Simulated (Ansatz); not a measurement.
Take GaAs in the zinc blende structure (space group F-43m, No. 216; a = 5.667 Å) as the base.

Level of theory: plane-wave PAW DFT at the r2SCAN level (Ansatz, a program for electronic structure, 500 eV), spin-orbit coupling left out.

```tsv
level	band gap	lattice parameter a	electron mass at Γ
r2SCAN	0.96 eV	5.667 Å	0.051 mₑ
```

Q: From these computed values, estimate the measured ones, and say how each level misses.

A: Measured: band gap 1.57 eV (static lattice; corrected from measurement; as listed in Wei Chen et al., Physical Review Materials (2018)); lattice parameter a 5.64 Å (static lattice; corrected from measurement; as listed in Daniel Mejia-Rodriguez, S. B. Trickey, Phys. Rev. B (2018)); electron mass at Γ 0.066 mₑ (temperature not stated; as listed in Magdalena Laurien, Oleg Rubel, Phys. Rev. B (2022)). Computed minus measured — band gap: r2SCAN -0.61 eV; lattice parameter a: r2SCAN +0.5 %; electron mass at Γ: r2SCAN -23 %. Measured values not marked as corrected hold thermal and zero-point effects that the static-lattice runs lack. A measured gap can be an optical one, lowered by exciton binding. Levels without spin-orbit coupling miss its lowering of the gap, often about a third of the valence-band splitting.

Masses are band curvatures over ±0.01 Å⁻¹ around the edge. Gaps are read on the SCF mesh and a high-symmetry path. Whether these cells are dynamically stable was not tested.
